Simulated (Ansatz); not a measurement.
Geometry optimisation, UKS CAM-B3LYP-D4/6-31G (Ansatz).

input.yaml

```yaml
crystal:
  periodic: [false, false, false]
  atoms:
    - { symbol: S, position_ang: [-1.57688, -0.65681, 0.0199] }
    - { symbol: B, position_ang: [-0.06055, 0.09124, -0.08133] }
    - { symbol: Cl, position_ang: [1.46071, -0.53762, 0.71992] }
    - { symbol: H, position_ang: [0.17672, 1.10319, -0.65849] }
total_charge: -1
magnetization:
  spin_polarized: true
basis:
  gaussian: { orbitals: "6-31G" }
hamiltonian:
  xc: cam_b3lyp
  dispersion: d4
relax:
  f_tol: 0.02
  max_steps: 50
```

Launched with:

```bash
$ ansatz run input.yaml --threads 1 --pin off --max-ram 2048MiB --backend cpu --events-out ev --progress --plain --runs-dir out
```

**Question.** Where does it end, and by what steps?

**Answer.** It converged. Limits of this set-up: no polarisation functions, an anion without diffuse functions, the dipole of an ion depends on the origin. After 4 steps the energy has fallen by 0.118 eV; Cl3 moved furthest, 0.08 Å.

```json
{"step": "0", "energy less start (eV)": "0.0000", "largest force component (eV/Å)": "1.562", "accepted": "yes"}
{"step": "1", "energy less start (eV)": "-0.0732", "largest force component (eV/Å)": "0.729", "accepted": "yes"}
{"step": "2", "energy less start (eV)": "-0.1064", "largest force component (eV/Å)": "0.530", "accepted": "yes"}
{"step": "3", "energy less start (eV)": "-0.1163", "largest force component (eV/Å)": "0.228", "accepted": "yes"}
{"step": "4", "energy less start (eV)": "-0.1175", "largest force component (eV/Å)": "0.010", "accepted": "yes"}
```

```xyz
4
Properties=species:S:1:pos:R:3
S -1.635 -0.678 0.018
B -0.094 0.111 -0.095
Cl 1.532 -0.552 0.743
H 0.197 1.119 -0.667
```

Whether the end is a true minimum wasn't checked by a vibrational analysis.

The run took 6.5 s on 1 CPU thread of a shared host.
